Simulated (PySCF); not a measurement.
## BCl⁺: one state, many levels of theory

State: ²Σ⁺ (doublet), unpaired electrons σ ↑. Set-up: PySCF, no relativity, basis sets B def2-TZVPPD, Cl def2-TZVPPD. De refers to B⁺ + Cl in their high-spin ground configurations, without counterpoise correction. The functionals are run spin-unrestricted. A positive dipole points towards Cl; it is taken about the centre of mass and depends on that origin.

```json
{"Level": "UHF", "Re (Å)": "1.593", "ωe (cm⁻¹)": "1179", "De (eV)": "3.10", "μ (D)": "-3.16", "CPU s a point (SCF and correlation, without the integrals)": "1.2"}
{"Level": "UHF-MP2", "Re (Å)": "1.597", "ωe (cm⁻¹)": "1174", "De (eV)": "4.03", "μ (D)": "n/a", "CPU s a point (SCF and correlation, without the integrals)": "1.9"}
{"Level": "UHF-SCS-MP2", "Re (Å)": "1.599", "ωe (cm⁻¹)": "1162", "De (eV)": "3.71", "μ (D)": "n/a", "CPU s a point (SCF and correlation, without the integrals)": "n/a"}
{"Level": "UHF-CCSD", "Re (Å)": "1.599", "ωe (cm⁻¹)": "1153", "De (eV)": "3.28", "μ (D)": "n/a", "CPU s a point (SCF and correlation, without the integrals)": "n/a"}
{"Level": "UHF-CCSD(T)", "Re (Å)": "1.604", "ωe (cm⁻¹)": "1139", "De (eV)": "3.48", "μ (D)": "n/a", "CPU s a point (SCF and correlation, without the integrals)": "32"}
{"Level": "PBE", "Re (Å)": "1.608", "ωe (cm⁻¹)": "1116", "De (eV)": "4.51", "μ (D)": "-2.56", "CPU s a point (SCF and correlation, without the integrals)": "1.3"}
{"Level": "BLYP", "Re (Å)": "1.612", "ωe (cm⁻¹)": "1096", "De (eV)": "4.17", "μ (D)": "-2.60", "CPU s a point (SCF and correlation, without the integrals)": "0.84"}
{"Level": "r²SCAN", "Re (Å)": "1.600", "ωe (cm⁻¹)": "1145", "De (eV)": "4.58", "μ (D)": "-2.68", "CPU s a point (SCF and correlation, without the integrals)": "2.1"}
{"Level": "TPSSh", "Re (Å)": "1.604", "ωe (cm⁻¹)": "1127", "De (eV)": "4.22", "μ (D)": "-2.67", "CPU s a point (SCF and correlation, without the integrals)": "2.9"}
{"Level": "PBE0", "Re (Å)": "1.596", "ωe (cm⁻¹)": "1154", "De (eV)": "4.28", "μ (D)": "-2.69", "CPU s a point (SCF and correlation, without the integrals)": "2.6"}
{"Level": "r²SCAN0", "Re (Å)": "1.593", "ωe (cm⁻¹)": "1167", "De (eV)": "4.33", "μ (D)": "-2.77", "CPU s a point (SCF and correlation, without the integrals)": "2.9"}
{"Level": "M06", "Re (Å)": "1.602", "ωe (cm⁻¹)": "1137", "De (eV)": "4.07", "μ (D)": "-2.61", "CPU s a point (SCF and correlation, without the integrals)": "3.4"}
{"Level": "HSE06", "Re (Å)": "1.597", "ωe (cm⁻¹)": "1152", "De (eV)": "4.27", "μ (D)": "-2.69", "CPU s a point (SCF and correlation, without the integrals)": "2.2"}
{"Level": "B2PLYP", "Re (Å)": "1.600", "ωe (cm⁻¹)": "1143", "De (eV)": "3.98", "μ (D)": "-2.93", "CPU s a point (SCF and correlation, without the integrals)": "2.2"}
```

The bond length runs from 1.593 Å (UHF) to 1.612 Å (BLYP). De spans 3.10 eV (UHF, mean field) to 4.58 eV (r²SCAN, meta-GGA). Correlation at CCSD(T) changes the Hartree–Fock bond energy by +0.38 eV; the triples alone change it by +0.20 eV.

Correlated steps freeze 6 core orbitals. For an ion De counts to the pair picked by the measured ionisation energies or electron affinities, which need not be the lowest pair at this level. B2PLYP dipoles, levels and charges come from its SCF part alone. The state is the lowest determinant that a PBE0 search found; another state may lie lower at other levels.

The whole job (state search and all levels along the bond) took about 4.9 min on 2 threads of Arm Neoverse V1 (shared host), peak memory 3 GiB.
